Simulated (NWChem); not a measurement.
Molecule: fluorine (F2); SMILES FF

```xyz
2

F      0.0000     0.0000     0.6878
F      0.0000     0.0000    -0.6878
```
Atoms are numbered in this order, from 1.

Level: PBE0-D3(BJ)/def2-TZVP (NWChem), optimised geometry, unscaled harmonic frequencies. 

**Question.** List the harmonic frequencies with IR intensities, and the thermochemistry.

**Answer.** 
| frequency (cm⁻¹) | IR intensity (km/mol) |
|---|---|
| 1100 | 0.0 |

| Property | Result |
|---|---|
| zero-point energy | 1.6 kcal/mol |
| thermal correction to the enthalpy at 298.15 K (with zero-point energy) | 3.7 kcal/mol |
| heat capacity Cv | 5.2 cal/(mol K) |
| entropy at 298.15 K and 1 atm (symmetry number 2) | 48.2 cal/(mol K) |
| dipole moment | 0.00 D |

Rigid rotor and harmonic oscillator.
